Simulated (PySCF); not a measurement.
Geometry (Å), atoms numbered from 1 in this order:
```xyz
12

F    -1.957   -0.968   -0.474
C    -1.593    0.292   -0.059
C    -0.122    0.524   -0.313
C     0.765   -0.466    0.423
S     2.545   -0.211    0.165
H    -1.828    0.380    1.017
H    -2.206    1.029   -0.606
H     0.135    1.554   -0.015
H     0.067    0.456   -1.398
H     0.629   -0.370    1.513
H     0.490   -1.498    0.161
H     2.557   -0.524   -1.149
```

Geometry: PBE0-D3(BJ)/def2-SVP; GIAO absolute shieldings from PySCF, gas phase, non-relativistic, averaged over equivalent atoms.

At PBE0/pcSseg-1 (127 basis functions, 15 s wall time on 1 thread of an Arm Neoverse N1, shared host):
```csv
atoms,σ (ppm)
F1,421.3
C2,101.0
C3,143.3
C4,157.7
S5,583.1
H6/H7,26.88
H10/H11,28.94
H8/H9,29.72
H12,29.81
```

Task: Predict the values at PBE0/pcSseg-2 on the same geometry.

Result: 
```tsv
atoms	σ at PBE0/pcSseg-2	change
F1	419.3	-2.0
C2	97.9	-3.1
C3	140.9	-2.4
C4	156.4	-1.3
S5	573.2	-9.9
H6/H7	26.92	+0.04
H10/H11	28.78	-0.16
H8/H9	29.50	-0.22
H12	29.73	-0.08
```

The largest change is at S5 (thiol sulfur). Cost: 285 basis functions, 51 s wall time on 1 thread of an Arm Neoverse N1, shared host. The order of the carbon signals is the same at both levels.
